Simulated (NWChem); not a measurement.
# NO anion, triplet

```xyz
2

N      0.0000     0.0000    -0.6785
O      0.0000     0.0000     0.5937
```
Atoms are numbered in this order, from 1.

All runs: NWChem. Spin-unrestricted. Structure relaxed at the B3LYP/def2-SVPD, spin-unrestricted level. No stability test was run on the SCF state. The highest occupied level is positive in some or all of these runs, so the extra electron may be held by the finite basis. Level PBE0/def2-SVPD: single points from the atomic guess with DIIS by default; each run changes one setting, and all converged runs end within 0.3 mHa of each other.

**Question.** Which setting needs the most SCF iterations, or fails (occupation smearing of 0.005 Ha; no DIIS, 40 % damping; DIIS on 3 Fock matrices; defaults)?

**Answer.** no DIIS, 40 % damping, with 78 against 11 for the defaults.
```tsv
setting	SCF iterations
defaults	11
no DIIS, 40 % damping	78
DIIS on 3 Fock matrices	12
occupation smearing of 0.005 Ha	11
```
